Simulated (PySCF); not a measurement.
N2O, SMILES N#[N+][O-] (connectivity only; charge and spin as stated), charge -1, multiplicity 2. Atoms are numbered in the order given.

```xyz
3

N      0.1773    -1.1734     0.0000
N     -0.3326    -0.1039     0.0000
O      0.1358     1.1177     0.0000
```
Charge -1, spin multiplicity 2.

Geometry optimised at B3LYP-D3(BJ)/def2-TZVPD. The spin state was assumed, not searched.

Computed with PBE0/pcH-1 (PySCF).

Unrestricted Kohn–Sham, ⟨S²⟩ = 0.755. Hyperfine tensors hold the contact and dipolar terms, without spin-orbit corrections.

Computed hyperfine couplings:
```json
[
 {"nucleus": "14N no. 1", "A(iso) (MHz)": "18.3", "A(iso) (G)": "6.5", "dipolar principal values (MHz)": "-27.9, -26.7, 54.6"},
 {"nucleus": "14N no. 2", "A(iso) (MHz)": "96.5", "A(iso) (G)": "34.4", "dipolar principal values (MHz)": "-15.9, -14.9, 30.7"},
 {"nucleus": "17O no. 3", "A(iso) (MHz)": "-44.3", "A(iso) (G)": "-15.8", "dipolar principal values (MHz)": "-80.3, 39.4, 40.9"}
]
```

Question: And the g tensor (effective nuclear charges for spin-orbit coupling, GIAO)? (An estimate is asked for; the answer gives what the named calculation found.)

Answer: principal values 1.9930, 2.0018, 2.0050; isotropic 1.9999.
